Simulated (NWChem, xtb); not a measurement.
**How methods differ on Si2H5 (SMILES [SiH2][SiH3])**

The species is Si2H5 (7 atoms), meant as a doublet with charge 0. SMILES: `[SiH2][SiH3]`. Geometry: relaxed at PBE0-D4/def2-TZVP.

Each level gives the mean polarisability (bohr³). The values are calculated.

```json
{"level": "GFN2-xTB", "kind": "semi-empirical", "program": "xtb", "value (bohr³)": "69.1", "CPU time": "under 2 s"}
{"level": "GFN0-xTB", "kind": "semi-empirical", "program": "xtb", "value (bohr³)": "73.7", "CPU time": "under 2 s"}
{"level": "UHF/STO-3G", "kind": "Hartree–Fock", "program": "NWChem", "value (bohr³)": "22.9", "CPU time": "1.6 s"}
{"level": "UHF/3-21G", "kind": "Hartree–Fock", "program": "NWChem", "value (bohr³)": "46.7", "CPU time": "1.9 s"}
{"level": "UHF/6-31G", "kind": "Hartree–Fock", "program": "NWChem", "value (bohr³)": "47.9", "CPU time": "5.5 s"}
{"level": "UHF/6-31G* (spherical functions)", "kind": "Hartree–Fock", "program": "NWChem", "value (bohr³)": "46.7", "CPU time": "7.7 s"}
{"level": "UHF/6-31G** (spherical functions)", "kind": "Hartree–Fock", "program": "NWChem", "value (bohr³)": "47.2", "CPU time": "9.9 s"}
{"level": "UHF/6-311G**", "kind": "Hartree–Fock", "program": "NWChem", "value (bohr³)": "51.2", "CPU time": "17 s"}
```

The values span 22.9 to 73.7 bohr³. Without the sets that lack polarisation functions the rows with a basis span only 46.7 to 51.2 bohr³. CPU times are rough (shared hosts, several kinds of processor and program).
